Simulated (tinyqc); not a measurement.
Worked calculation (part 2 of 2): RHF in the sto-3g basis, for H2F+, spin multiplicity 1. Computed by tinyqc, a small Python program that keeps every step (integrals from PySCF). Command: `OMP_NUM_THREADS=1 python tinyqc.py 25223 25224 out.jsonl` (the two numbers bound the seeds that draw the settings). One thread of a shared host (Intel(R) Xeon(R) Processor @ 2.60GHz), about 0.05 s of CPU time with the checks.

Geometry (angstrom):
```
atom         x          y         z
F     0.000000   0.000000  0.000000
H     0.000000   0.825000  0.472000
H     0.000000  -0.906000  0.518000
```

## Iteration 8 (converged): orbitals

converged F (hartree), order 1F 1s, 1F 2s, 1F 2px, 1F 2py, 1F 2pz, 2H 1s, 3H 1s:
```
[[-26.596016, -6.784384, 0.000000, -0.002359, -0.022000, -1.321487, -1.058602],
 [-6.784384, -3.628828, 0.000000, -0.021139, -0.106846, -1.310225, -1.114256],
 [0.000000, 0.000000, -1.032385, 0.000000, 0.000000, 0.000000, 0.000000],
 [-0.002359, -0.021139, 0.000000, -0.991348, -0.012158, -0.585644, 0.529885],
 [-0.022000, -0.106846, 0.000000, -0.012158, -1.005814, -0.389818, -0.356562],
 [-1.321487, -1.310225, 0.000000, -0.585644, -0.389818, -0.914157, -0.354031],
 [-1.058602, -1.114256, 0.000000, 0.529885, -0.356562, -0.354031, -0.793174]]
```

X, order 1F 1s, 1F 2s, 1F 2px, 1F 2py, 1F 2pz, 2H 1s, 3H 1s:
```
[[1.023884, -0.137855, 0.000000, -0.001333, -0.005621, 0.019983, 0.017217],
 [-0.137855, 1.165553, 0.000000, 0.017153, 0.055979, -0.252805, -0.199612],
 [0.000000, 0.000000, 1.000000, 0.000000, 0.000000, 0.000000, 0.000000],
 [-0.001333, 0.017153, 0.000000, 1.080439, 0.005831, -0.197949, 0.171826],
 [-0.005621, 0.055979, 0.000000, 0.005831, 1.021866, -0.097206, -0.080405],
 [0.019983, -0.252805, 0.000000, -0.197949, -0.097206, 1.150509, -0.072224],
 [0.017217, -0.199612, 0.000000, 0.171826, -0.080405, -0.072224, 1.109954]]
```

Diagonalise F' = X^T F X, C = X C', fill 5 alpha and 5 beta electrons from the bottom; D = 2 C_occ C_occ^T. Each column has its largest component positive (the first on a tie).

F' = X^T F X (hartree):
```
[[-26.114897, -3.443869, 0.000000, -0.003927, -0.039310, -0.188644, -0.124582],
 [-3.443869, -2.238015, 0.000000, 0.013512, 0.036669, -0.549387, -0.453486],
 [0.000000, 0.000000, -1.032385, 0.000000, 0.000000, 0.000000, 0.000000],
 [-0.003927, 0.013512, 0.000000, -0.744641, 0.002423, -0.477615, 0.432224],
 [-0.039310, 0.036669, 0.000000, 0.002423, -0.931597, -0.271269, -0.241661],
 [-0.188644, -0.549387, 0.000000, -0.477615, -0.271269, -0.357558, -0.078585],
 [-0.124582, -0.453486, 0.000000, 0.432224, -0.241661, -0.078585, -0.373838]]
```

orbital energies (hartree): [-26.605748, -2.045817, -1.198275, -1.056433, -1.032385, -0.033963, 0.179690]

coefficients C, order 1F 1s, 1F 2s, 1F 2px, 1F 2py, 1F 2pz, 2H 1s, 3H 1s:
```
[[0.994658, -0.249771, 0.012907, 0.061172, 0.000000, 0.106835, 0.031927],
 [0.023126, 0.942585, -0.068296, -0.307911, 0.000000, -0.667997, -0.223620],
 [0.000000, 0.000000, 0.000000, 0.000000, 1.000000, 0.000000, 0.000000],
 [0.000484, 0.018922, 0.730200, -0.053811, 0.000000, 0.169148, -0.819347],
 [0.002254, 0.099690, 0.055722, 0.896092, 0.000000, -0.480314, -0.128810],
 [-0.004761, 0.095750, 0.350121, 0.165920, 0.000000, 0.566729, 0.980481],
 [-0.003823, 0.077435, -0.325578, 0.214145, 0.000000, 0.899332, -0.588792]]
```

D after iteration 8, order 1F 1s, 1F 2s, 1F 2px, 1F 2py, 1F 2pz, 2H 1s, 3H 1s:
```
[[2.111276, -0.464291, 0.000000, 0.003777, 0.065753, -0.027964, -0.028493],
 [-0.464291, 1.976950, 0.000000, -0.030907, -0.371407, 0.030284, 0.058397],
 [0.000000, 0.000000, 2.000000, 0.000000, 0.000000, 0.000000, 0.000000],
 [0.003777, -0.030907, 0.000000, 1.072891, -0.011289, 0.497079, -0.495594],
 [0.065753, -0.371407, 0.000000, -0.011289, 1.632059, 0.355448, 0.362926],
 [-0.027964, 0.030284, 0.000000, 0.497079, 0.355448, 0.318610, -0.142056],
 [-0.028493, 0.058397, 0.000000, -0.495594, 0.362926, -0.142056, 0.315740]]
```

## Convergence

Stop when the energy changes by less than 1e-10 hartree and every element of the error matrix X^T (F D S - S D F) X is below 3e-06.

Course of the cycle:
```
iteration   E (hartree)     change  largest element of the error matrix
1          -98.60626406          -                             5.26e-01
2          -98.83887679  -2.33e-01                             1.16e-01
3          -98.85525767  -1.64e-02                             3.42e-02
4          -98.85660071  -1.34e-03                             3.70e-03
5          -98.85663230  -3.16e-05                             1.18e-03
6          -98.85663538  -3.08e-06                             2.55e-05
7          -98.85663538  -7.83e-10                             4.21e-06
8          -98.85663538  -3.06e-11                             1.14e-06
```

PySCF RHF in the same basis = -98.85663538 hartree

Converged in 8 iterations.

## Populations, bond orders and dipole

overlap S, order 1F 1s, 1F 2s, 1F 2px, 1F 2py, 1F 2pz, 2H 1s, 3H 1s:
```
[[1.000000, 0.237990, 0.000000, 0.000000, 0.000000, 0.045686, 0.036539],
 [0.237990, 1.000000, 0.000000, 0.000000, 0.000000, 0.426719, 0.368562],
 [0.000000, 0.000000, 1.000000, 0.000000, 0.000000, 0.000000, 0.000000],
 [0.000000, 0.000000, 0.000000, 1.000000, 0.000000, 0.292970, -0.263546],
 [0.000000, 0.000000, 0.000000, 0.000000, 1.000000, 0.167614, 0.150681],
 [0.045686, 0.426719, 0.000000, 0.292970, 0.167614, 1.000000, 0.182319],
 [0.036539, 0.368562, 0.000000, -0.263546, 0.150681, 0.182319, 1.000000]]
```

Mulliken: Z minus the diagonal of D S on the atom; Loewdin: the same with S^(1/2) D S^(1/2); Mayer order: 2 sum_s sum (D(s) S)_ij (D(s) S)_ji over the two atoms.

Charges (e):
```
atom  Mulliken   Loewdin
1F    0.005184  0.162418
2H    0.490436  0.401575
3H    0.504379  0.436006
```

Mayer bond orders:
```
pair     order
2-1   0.737502
3-1   0.723631
3-2   0.021970
```

dipole moment about the origin, x y z (debye): [0.000000, -0.274258, 2.748693]
